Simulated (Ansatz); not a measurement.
# ClH3Si: the cost of one run

Method: RKS revPBE-D4/def2-SVP, in Ansatz 0.2.0.

### Step 1. The system as given

Bond lengths: Si1–H2 1.460 Å, Si1–Cl3 2.130 Å, Si1–H4 1.459 Å, Si1–H5 1.459 Å. Angles: H2–Si1–Cl3 109.4°, H2–Si1–H4 109.5°, H2–Si1–H5 109.5°, Cl3–Si1–H4 109.5°, Cl3–Si1–H5 109.5°, H4–Si1–H5 109.5°.

Coordinates:

```xyz
5

Si    0.0000    0.0000    0.0000
H     0.0000    0.0000    1.4600
Cl    2.0086    0.0000   -0.7093
H    -0.6877    1.1914   -0.4862
H    -0.6877   -1.1914   -0.4862
```

### Step 2. Preparing the start

input.yaml

```yaml
crystal:
  periodic: [false, false, false]
  atoms:
    - { symbol: Si, position_ang: [0.0, 0.0, 0.0] }
    - { symbol: H, position_ang: [0.0, 0.0, 1.46] }
    - { symbol: Cl, position_ang: [2.0086, 0.0, -0.7093] }
    - { symbol: H, position_ang: [-0.6877, 1.1914, -0.4862] }
    - { symbol: H, position_ang: [-0.6877, -1.1914, -0.4862] }
basis:
  gaussian: { orbitals: def2-SVP }
hamiltonian:
  xc: revpbe
  dispersion: d4
relax:
  f_tol: 0.02
  max_steps: 40
output:
  orbitals: {}
```

On the command line:

```console
> ansatz run input.yaml --threads 1 --pin off --max-ram 2048MiB --backend cpu --events-out ev --progress --plain --runs-dir out
```

**Question.** How long does this run take on 1 thread of AMD EPYC 7R43 (Zen 3), shared host, and how much memory does it need?

About 4.2 s, with a peak of 0.12 GiB.
